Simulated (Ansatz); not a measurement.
# Rock-salt MgS

The numbers are results of rVV10 (Ansatz, a program for electronic structure, PAW), not measurements.

Run with plane-wave cutoff 500 eV, 10×10×10 k mesh, gaussian smearing 0.02 eV, scalar-relativistic PAW data made under PBE.

Cell: relaxed at this level.

```yaml
equilibrium_volume_per_atom: 17.97 Å³/atom
lattice_constant_a: 5.239 Å
band_gap: 2.70 eV (on the SCF k mesh)
```

Measured, for comparison: equilibrium volume per atom 17.45 Å³/atom, lattice constant a 5.188 Å (corrected for zero-point motion; as tabulated in Goldzak et al. (2022), arXiv:2208.04865). Computed (rounded) less measured: equilibrium volume per atom +3.0 %, lattice constant a +1.0 %.

The computed numbers hold no vibrational or temperature effects.
